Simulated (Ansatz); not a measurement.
Mulliken charges of `CC(N)=O` from r2SCAN/def2-TZVPP in Ansatz (PBE0-D4/def2-TZVP geometry).

```
atom   x (Å)   y (Å)   z (Å)  charge (e)
  C1  -0.506   0.801  -0.547      -0.136
  C2   0.463  -0.320  -0.264       0.310
  N3   0.377  -0.873   0.973      -0.315
  O4   1.261  -0.707  -1.090      -0.390
  H5  -1.179   0.481  -1.345       0.072
  H6  -1.097   1.104   0.318       0.021
  H7   0.057   1.658  -0.918       0.072
  H8  -0.284  -0.558   1.657       0.174
  H9   0.995  -1.633   1.199       0.192
```

Problem. By hand: the dipole of these point charges (1 e Å = 4.8032 D).

Solution. Σ q r = (-0.360, 0.109, 0.473) e Å, of length 0.604 e Å = 2.90 D.

Problem. How does the dipole of the full density compare? (An estimate is asked.)

Solution. Ansatz gave: (-0.462, 0.128, 0.640) e Å, 3.84 D; the point charges give 0.76 times that, at 2° from its direction.

Point charges leave out the atoms' own dipoles, such as those of lone pairs, and Mulliken's split depends on the basis, so the two needn't agree.
